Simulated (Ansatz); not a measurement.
MgS2. Total charge 0; quintet. Geometry PBE-D4/def2-TZVP; atoms count from 1.

Cartesian coordinates in Å:
```
Mg 0.660 -1.001 0.864
S -0.926 -0.400 -1.020
S 0.266 1.401 0.155
```

At PBE0-D4/def2-TZVP a triplet of charge 0 lies 2.91 eV below the quintet, each at its own geometry. The structure comes from a short search, and lower isomers may exist.

Problem. Estimate the Mulliken populations from the PBE0/def2-TZVP orbitals of Ansatz.

Solution. 
```json
{"atom": "Mg1", "charge (e)": "0.41", "spin (α − β)": "0.88"}
{"atom": "S2", "charge (e)": "-0.21", "spin (α − β)": "1.56"}
{"atom": "S3", "charge (e)": "-0.21", "spin (α − β)": "1.56"}
```
Mulliken values and Mayer orders depend strongly on the basis.

Problem. Where does the spin sit?

Solution. Summed by element: Mg 0.88, S 3.12, of 4 unpaired in all. Largest on single atoms: S2 1.56, S3 1.56, Mg1 0.88.

Problem. And the Mayer bond orders between bonded heavy atoms (over 0.3)?

Solution. Mg1–S2 0.48 (2.53 Å); Mg1–S3 0.48 (2.53 Å); S2–S3 1.21 (2.46 Å).
